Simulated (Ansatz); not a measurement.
## A geometry optimisation of AlBN with r2SCAN-D4/def2-SVP

The starting geometry of this gas-phase doublet was optimised with GFN2-xTB; its bonds are those of `[N]=[B][Al]`.

```yaml
atoms:
  - { symbol: Al, position_ang: [-2.4015, 0.4175, 3.4740] }
  - { symbol: B, position_ang: [-1.5083, 0.2784, 1.6822] }
  - { symbol: N, position_ang: [-0.4444, 0.6445, 1.1363] }
```

Q: Predict what it relaxes into with r2SCAN-D4/def2-SVP.

A: It rearranges, giving a structure given below by its coordinates. Contacts that open: Al1–B2 (2.01 → 3.08 Å). Contacts that close: Al1–N3 (3.06 → 1.81 Å).

The energy falls by 2.12 eV over 17 steps:

| step | E − E(last) (eV) |
| --- | --- |
| 1 | 2.118 |
| 3 | 2.063 |
| 5 | 1.898 |
| 6 | 1.638 |
| 8 | 0.684 |
| 10 | 0.284 |
| 12 | 0.115 |
| 13 | 0.098 |
| 15 | 0.000 |
| 17 | 0.000 |

Final geometry (Å):

```csv
atom,x (Å),y (Å),z (Å)
Al,-1.7101,0.8364,3.6603
B,-1.2209,0.0997,0.7052
N,-1.4232,0.4042,1.9270
```

No frequencies were run, so the end isn't proven a minimum. Open shells are spin-unrestricted. Run with Ansatz 0.2.0, 53 s on 1 thread of Arm Neoverse V2 (shared host).
